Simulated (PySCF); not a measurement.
PySCF input file for C₂H₇N, SMILES CNC, PBE/pcSseg-1. The structure is a stationary point at B3LYP-D3(BJ)/def2-TZVP.

```python
import numpy as np
from pyscf import gto, scf, dft
from pyscf.prop.nmr import rks as nmr

mol = gto.M(
    atom='''
    C     0.02005238   -0.22226345    1.21213252
    N    -0.14698537    0.56195426    0.00000000
    C     0.02005238   -0.22226345   -1.21213252
    H     0.97907930   -0.76424351    1.26491348
    H    -0.77968163   -0.96416037    1.27714578
    H    -0.05691811    0.42633019    2.08566155
    H     0.50330986    1.33762903    0.00000000
    H     0.97907930   -0.76424350   -1.26491348
    H    -0.05691812    0.42633018   -2.08566155
    H    -0.77968163   -0.96416037   -1.27714578
    ''',
    basis='pcSseg-1',
    charge=0,
    spin=0,
    max_memory=1600,
    verbose=3,
)
mf = dft.RKS(mol, xc='pbe')
mf.grids.level = 3
mf.conv_tol = 1e-10
mf.max_cycle = 100
mf.kernel()
n = nmr.NMR(mf)
n.verbose = 2
n.max_cycle_cphf = 60
sigma = n.kernel()
print('atom   isotropic/ppm   span/ppm')
for i, s in enumerate(sigma):
    w = np.linalg.eigvalsh((s + s.T) / 2)
    print(f'{mol.atom_symbol(i):2s}{i + 1:3d} {w.mean():14.3f} {w[2] - w[0]:11.3f}')
```

Program output:

```
converged SCF energy = -134.958138260438
atom   isotropic/ppm   span/ppm
C   1        139.511      71.395
N   2        226.924      83.912
C   3        139.511      71.395
H   4         29.181       9.840
H   5         29.235       9.321
H   6         28.715       9.847
H   7         32.038      18.654
H   8         29.181       9.840
H   9         28.715       9.847
H  10         29.235       9.321
```

Self-consistency was reached.
